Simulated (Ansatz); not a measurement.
**C₂H₆OS (singlet): wB97M-V, B2PLYP, RPA-PBE over a series of basis sets**

An exercise on one series of results from a longer session: the logs are not shown, and one member is left open.

The runs use Ansatz 0.2.0, Gaussian basis; all electrons in the functionals, frozen cores in the correlation of double hybrids and RPA.

The runs, in order: wB97M-V, B2PLYP, RPA-PBE, at STO-3G; 6-31G; 6-31G*; cc-pV(D+d)Z; cc-pV(T+d)Z; cc-pV(Q+d)Z.

19 further runs of the same task are left out: 2 that didn't finish, 17 set aside as unsound or not needed.

## What is computed

The geometry is an MP2(full)/6-31G* stationary point (not a proven minimum).

10 atoms, charge 0, spin multiplicity 1.

Atoms are counted from 1 here; the program's logs count them from 0.

Bond lengths: S1–O2 1.510 Å, S1–C3 1.806 Å, S1–C4 1.806 Å, C3–H5 1.093 Å, C3–H7 1.093 Å, C3–H8 1.091 Å, C4–H6 1.091 Å, C4–H9 1.093 Å, C4–H10 1.093 Å. Angles: O2–S1–C3 107.4°, O2–S1–C4 107.4°, C3–S1–C4 95.8°, S1–C3–H5 109.3°, S1–C3–H7 110.3°, S1–C3–H8 107.4°, H5–C3–H7 110.9°, H5–C3–H8 109.2°, H7–C3–H8 109.7°, S1–C4–H6 107.4°, S1–C4–H9 110.3°, S1–C4–H10 109.3°, H6–C4–H9 109.7°, H6–C4–H10 109.2°, H9–C4–H10 110.9°.

No dispersion term is added; wB97M-V holds VV10 nonlocal correlation.

The first run:

in.yaml

```yaml
crystal:
  periodic: [false, false, false]
  atoms:
    - {symbol: S, position_ang: [0.000013, 0.155604, -0.415329]}
    - {symbol: O, position_ang: [0.000129, 1.424508, 0.403133]}
    - {symbol: C, position_ang: [1.339459, -0.885361, 0.204029]}
    - {symbol: C, position_ang: [-1.339617, -0.885120, 0.204035]}
    - {symbol: H, position_ang: [1.255761, -0.972717, 1.290137]}
    - {symbol: H, position_ang: [-2.279435, -0.389978, -0.045355]}
    - {symbol: H, position_ang: [1.304258, -1.869664, -0.269277]}
    - {symbol: H, position_ang: [2.279364, -0.390388, -0.045365]}
    - {symbol: H, position_ang: [-1.304596, -1.869429, -0.269271]}
    - {symbol: H, position_ang: [-1.255931, -0.972491, 1.290142]}
basis:
  gaussian: {orbitals: STO-3G}
hamiltonian: {xc: {name: wB97M-V}}
output: {orbitals: {seedname: orbitals}}
```

Started as:

```sh
ansatz run in.yaml --threads 1 --pin off --events-out ev --progress --plain --max-ram 2880MiB --backend cpu
```

Steps of the session up to this table: wB97M-V, STO-3G; wB97M-V, 6-31G; wB97M-V, 6-31G*; wB97M-V, cc-pV(D+d)Z; wB97M-V, cc-pV(T+d)Z; wB97M-V, cc-pV(Q+d)Z; B2PLYP, STO-3G; B2PLYP, 6-31G; B2PLYP, 6-31G*; B2PLYP, cc-pV(D+d)Z; B2PLYP, cc-pV(T+d)Z; B2PLYP, cc-pV(Q+d)Z; RPA-PBE, STO-3G; RPA-PBE, 6-31G; RPA-PBE, 6-31G*; RPA-PBE, cc-pV(D+d)Z; RPA-PBE, cc-pV(T+d)Z; RPA-PBE, cc-pV(Q+d)Z.

One of the session's tables, all rows but one given; the rest of the session is left out.

It belongs to the step «Against the wave-function levels». Atomisation energies, with free atoms from separate runs at the same level and basis (eV); wave-function rows come from earlier runs:

| level | 6-31G | cc-pV(Q+d)Z |
| --- | --- | --- |
| wB97M-V | 33.179 | 37.222 |
| B2PLYP | 31.044 | 36.873 |
| RPA-PBE | ? | ? |
| RHF | 20.915 | 26.047 |
| RCCSD(T) | 28.070 | 36.612 |

**Question.** Estimate the row for RPA-PBE.

**Answer.** 6-31G: 26.523; cc-pV(Q+d)Z: 34.967. In the column «6-31G» it lies between RHF (20.915) and RCCSD(T) (28.070).

Limits of these values: Core correlation, relativity and spin-orbit terms are not in the calculated values.
